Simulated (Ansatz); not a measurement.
This Ansatz (a quantum-chemistry and plane-wave program) input (MP2/cc-pV(5+d)Z) gives -441.67534 Eh with 282 basis functions. A basis named .json is the Basis Set Exchange file of that set (core-valence sets with the plain set on hydrogen).

Ansatz 0.2 input:
```yaml
crystal:
  periodic: [false, false, false]
  atoms:
    - {symbol: Al, position_ang: [-0.00224844, 0.48080362, 0.00489246]}
    - {symbol: F, position_ang: [1.43233011, -0.34050959, -0.00814095]}
    - {symbol: F, position_ang: [-1.42908236, -0.35398453, 0.00107407]}
basis:
  gaussian:
    orbitals: cc-pV_5+d_Z.json
magnetization: {spin_polarized: true, initial_magnetization: 1}
correlation: {method: mp2, electrons: outside_noble_gas}
```

Change:
```diff
- orbitals: cc-pV_5+d_Z.json
+ orbitals: pcseg-4.json
```

Q: What does the run give now?

A: -441.66278 Eh (MP2/pcseg-4, 307 functions), a change of +12.56 mEh.
